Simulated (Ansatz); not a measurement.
bcc Ta, treated with r²SCAN+rVV10 (PAW; Ansatz, a program for electronic structure).

Settings: plane-wave cutoff 600 eV, 28×28×28 k mesh, Fermi–Dirac smearing 0.061 eV (set by the program), scalar-relativistic PAW data made under PBE.

Computed at the level's own relaxed cell.

Hill averages of the elastic tensor: K = 205.5 GPa, G = 66.8 GPa. Volume 17.883 Å³/atom, mean atomic mass 180.948 u.

Question: Work out the density, the sound velocities of a polycrystal and the elastic Debye temperature, and Pugh's ratio at this level.

Answer: ρ = 1.66054 × 180.948/17.883 = 16.802 g/cm³. v_l = √[(K + 4G/3)/ρ] = 4.187 km/s and v_t = √(G/ρ) = 1.994 km/s. The mean follows from 3/v_m³ = 1/v_l³ + 2/v_t³: v_m = 2.243 km/s. Θ_D = (ħ/k_B) v_m (6π²/V)^(1/3) = 76.38 K Å s/km × 2.243 × 1.4905 Å⁻¹ = 255 K, counting all atoms of the cell. K/G = 3.08, to be set beside Pugh's rough bound of 1.75 between brittle and ductile metals.

Note: shear constants of such metals converge slowly with the k mesh.
